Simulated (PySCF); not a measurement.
C₅H₉N.
SMILES: `C=C(C)[C@@H]1CN1`

The closed-shell SCF was solved with PySCF and density fitting under several settings on one GFN2-xTB geometry (grid level 2 and gas phase unless stated).

```tsv
settings	basis functions	SCF cycles	E (Eh)	HOMO (eV)	LUMO (eV)	dipole (D)
PBE0/pcSseg-1	147	13	-250.3012	-6.54	0.19	1.47
PBE0/3-21G, start guess vsap	72	11	-248.9393	-6.10	0.64	1.67
```

Q: Estimate the row for these settings: PBE0/pcSseg-1, IEF-PCM tetrahydrofuran, grid level 4, level shift 0.2 Eh.

A: 
```json
{"settings": "PBE0/pcSseg-1, IEF-PCM tetrahydrofuran, grid level 4, level shift 0.2 Eh", "basis functions": "147", "SCF cycles": "11", "E (Eh)": "-250.3077", "HOMO (eV)": "-6.57", "LUMO (eV)": "0.26", "dipole (D)": "1.77"}
```

Q: Over all rows, what range does the HOMO–LUMO gap span?

A: From 6.73 eV (PBE0/pcSseg-1) to 6.83 eV (PBE0/pcSseg-1, IEF-PCM tetrahydrofuran, grid level 4, level shift 0.2 Eh).

Q: And the dipole moment?

A: From 1.47 D (PBE0/pcSseg-1) to 1.77 D (PBE0/pcSseg-1, IEF-PCM tetrahydrofuran, grid level 4, level shift 0.2 Eh); the largest is 1.20 times the smallest, and the median is 1.67 D.

Q: Compare two rows with the functional PBE0: PBE0/3-21G, start guess vsap and PBE0/pcSseg-1. Which energy is lower, and by how much?

A: PBE0/pcSseg-1 (147 functions) lies 1.3619 Eh or 855 kcal/mol below PBE0/3-21G, start guess vsap (72 functions).

Cycle counts include a coarse-grid stage where the run had one. The structure is a single GFN2-xTB conformer; no vibrational corrections.

Conformer computed: `[CH2:1]=[C:2]([CH3:3])[C@@H:4]1[CH2:5][NH:6]1`: C1–C2–C4–C5 42°.
